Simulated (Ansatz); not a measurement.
The same path of BClH2 + H (5 atoms, charge 0, multiplicity 2) was run 3 times with different band settings. Lost on the way: B1–Cl2. Made: Cl2–H5.

These are results of UKS B3LYP-D4/def2-SVP in Ansatz 0.2.0, not measurements.

Relaxed end points:

```xyz
5
Properties=species:S:1:pos:R:3
B 0.000 0.000 -0.162
Cl 0.000 0.000 1.584
H 1.058 0.000 -0.730
H -1.058 0.000 -0.730
H 0.000 0.000 4.737
```

```xyz
5
Properties=species:S:1:pos:R:3
B 0.000 0.000 -0.505
Cl 0.000 0.000 2.974
H 1.087 0.000 -1.018
H -1.087 0.000 -1.018
H 0.000 0.000 4.267
```

Common settings: spring 5.0 eV/Å²; start path through a guess of the saddle point; force threshold 0.05 eV/Å; iteration limit 60; end points relaxed.

| run | movable images | climbing image | optimiser | largest step |
| --- | --- | --- | --- | --- |
| 1 | 5 | yes | quadratic models (default) | default |
| 2 | 5 | yes | lbfgs | 0.02 Å |
| 3 | 6 | no | quadratic models (default) | default |

(1) What does each run give, and how far can it be trusted?

Answers

(1) Run 1: converged after 8 iterations, highest image 1.357 eV above the first end. A vibrational analysis at the climbing image gives 2 clearly imaginary modes (695i, 482i cm⁻¹): a point of higher order, so a lower path passes nearby.
Run 2: converged after 30 iterations, highest image 1.357 eV above the first end. Another band between the same ends (5 images) ends at a top of the same energy, where a vibrational analysis finds 2 clearly imaginary modes.
Run 3: converged after 9 iterations, highest image 1.283 eV above the first end. No image climbed, so the highest image needn't sit at the top of the path.
